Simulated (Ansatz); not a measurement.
# FHOSi: the cost of one run

Computed with Ansatz 0.2.0, Gaussian basis. Level: Hartree-Fock/def2-SVP.

## 1. The system as given

The start, a first-order saddle point found at PBE0-D4 in triple zeta: 4 atoms, charge 0, spin multiplicity 1.

Atoms are counted from 1 here; the program's logs count them from 0.

Bond lengths: H1–Si3 1.530 Å, O2–Si3 1.548 Å, Si3–F4 1.584 Å. Angles: H1–Si3–O2 60.7°, H1–Si3–F4 173.8°, O2–Si3–F4 125.5°.

Coordinates:

| atom | x (Å) | y (Å) | z (Å) |
| --- | --- | --- | --- |
| H1 | -1.1404 | -0.1073 | 0.7764 |
| O2 | -0.9016 | 0.4566 | -0.6542 |
| Si3 | 0.2667 | -0.1275 | 0.1761 |
| F4 | 1.7754 | -0.2218 | -0.2984 |

## 2. Dynamics

Contents of md/in.yaml:

```yaml
crystal:
  periodic: [false, false, false]
  atoms:
    - {symbol: H, position_ang: [-1.140417, -0.107305, 0.776429]}
    - {symbol: O, position_ang: [-0.901571, 0.456584, -0.654211]}
    - {symbol: Si, position_ang: [0.266703, -0.127539, 0.176116]}
    - {symbol: F, position_ang: [1.775386, -0.221839, -0.298434]}
basis:
  gaussian: {orbitals: def2-SVP}
hamiltonian: {xc: hf}
md: {n_steps: 80, timestep: 1.0, temperature: 300, ensemble: nve, seed: 630, initial_velocities: maxwell_boltzmann}
```

Launch:

```bash
$ ansatz run in.yaml --threads 2 --pin off --events-out ev --progress --plain --max-ram 4352MiB
```

**Question.** How long does this run take on 2 threads of AMD EPYC 7R43, shared host?

About 38 s.
